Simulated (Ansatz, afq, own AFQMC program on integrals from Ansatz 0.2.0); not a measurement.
Two steps: Ansatz 0.2.0 writes the Fock matrix and Cholesky factors of the valence space, and afq projects on them the lowest state that overlaps trial and start.

```yaml
crystal:
  periodic: [false, false, false]
  atoms:
    - {symbol: Al, position_ang: [0.000000, 0.000000, 0.434413]}
    - {symbol: N, position_ang: [0.000000, 0.000000, -0.993587]}
    - {symbol: H, position_ang: [0.000000, 1.442863, 1.089230]}
    - {symbol: H, position_ang: [0.000000, -1.442863, 1.089230]}
basis:
  gaussian: {orbitals: cc-pVDZ}
magnetization: {spin_polarized: false}
correlation: {method: ccsd_t, electrons: outside_noble_gas, hamiltonian_folder: ham}
```

```sh
$ ansatz run in.yaml --threads 1 --pin off --events-out ev --progress --plain --max-ram 1382MiB
```

Options of the walk:

```
--method phaseless --trial cisd --walkers 70 --populations 1 --least-time 40 --time-step 0.005 --steps-per-block 50 --equilibration-blocks 28 --max-blocks 300 --target-error 0.00038 --factor-cut 1e-05 --seed 3513 --release-times 0.24,0.51,0.99,1.62,2.4 --release-step 0.03 --release-every 4 --taylor-order 6
```

Times are imaginary, in 1/Eh. The walk had a cap of 536 s.

Log:

```
orbitals 36  electrons 5 5  factors 274 of 402
reference energy -297.24365582 Eh
CCSD correlation -0.22803712 Eh in 18 cycles, weight of the determinant in the CISD state 0.8325
energy of the start -297.471693 Eh
 block  time / (1/Eh)  mean weight  energy / Eh
     1     0.250  0.9986  -297.468372
     2     0.500  1.0008  -297.470132
     3     0.750  0.9995  -297.472650
     4     1.000  1.0014  -297.473993
     5     1.250  0.9997  -297.476049
     7     1.750  1.0002  -297.479310
     9     2.250  1.0003  -297.480157
    17     4.250  0.9991  -297.488228
    33     8.250  0.9967  -297.481759
    49    12.250  0.9998  -297.478920
    65    16.250  1.0015  -297.487740
    81    20.250  1.0018  -297.485500
    97    24.250  0.9976  -297.485357
   113    28.250  1.0004  -297.486143
   129    32.250  1.0008  -297.478967
   145    36.250  0.9991  -297.481382
   161    40.250  1.0011  -297.476833
   177    44.250  1.0014  -297.478722
   193    48.250  0.9999  -297.486893
   201    50.250  1.0001  -297.494487
   209    52.250  1.0000  -297.483883
   225    56.250  1.0012  -297.478126
   241    60.250  1.0020  -297.480038
   257    64.250  0.9980  -297.491463
   265    66.250  1.0028  -297.471579
   273    68.250  1.0015  -297.486702
   289    72.250  1.0003  -297.475309
   305    76.250  0.9996  -297.478465
   321    80.250  0.9990  -297.481328
blocks merged  error / Eh  count
     1  0.000299  300
     2  0.000348  150
     4  0.000376  75
     8  0.000397  37
    16  0.000404  18
    32  0.000439  9
released: time / (1/Eh)  energy / Eh  error  mean overlap
  0.24  -297.482458  0.000644  1.0024
  0.51  -297.483698  0.000560  1.0133
  0.99  -297.482216  0.000775  1.0146
  1.62  -297.482760  0.000952  0.9860
  2.40  -297.483913  0.001545  0.9825
energy -297.482344 +/- 0.000404 Eh
(rows thinned)
```

The run passed its tests (sampling time, drift between the halves within three errors, error under three times the target), which doesn't prove that it has relaxed.

Against this walk (error 11.0 meV) on the same determinant: CCSD(T) 69.6 meV higher. The error is statistical and leaves out the bias of the constraint. None of these is a sure reference here. Released to 0.99 1/Eh the energy moves by 3 ± 24 meV (both errors), within twice the noise.

Cautions: constraint bias not in the error; error above the target (11.0 against 10.3 meV); higher spins were not checked; restricted determinant unstable towards unrestricted (UHF 1.30 eV lower, ⟨S²⟩ 0.97); strong correlation (T1 0.044, weight of the determinant 0.83, largest double 0.12); the bias of populations of 70 walkers isn't removed.

The walk took 2.9 min on 1 thread of Arm Neoverse V2, with other jobs on the host. The log's last line is the phaseless energy.

A walk keeps the symmetry of its determinant, which the program's search chose and which needn't be the lowest solution, so a lower state of the same spin and another symmetry isn't excluded.
